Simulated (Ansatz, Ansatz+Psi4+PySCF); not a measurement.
```yaml
atoms:
  - { symbol: C, position_ang: [0.0098, 0.0001, -1.0238] }
  - { symbol: S, position_ang: [-0.0042, 0.0088, 0.5869] }
  - { symbol: H, position_ang: [-0.0091, -0.9333, -1.6151] }
  - { symbol: H, position_ang: [0.0054, 0.9237, -1.6186] }
```

Basis set: cc-pVTZ (spherical functions). Correlated methods keep 6 orbitals frozen. Charge 0, multiplicity 1.

Computed with Ansatz (development build ahead of 0.2.0); each method stands on the lowest determinant of its kind that the runs found. Restricted open shells among the atoms or ions are ROHF, correlated in semicanonical orbitals with singles.

The atomization energy at this shape (free ground-state atoms in the same class of orbitals less the molecule, no zero-point energy) of singlet CH₂S:

| method | atomization energy |
| --- | --- |
| RHF-MP2 | 13.77 eV |

Task: What does RHF give?

Result: 9.96 eV.
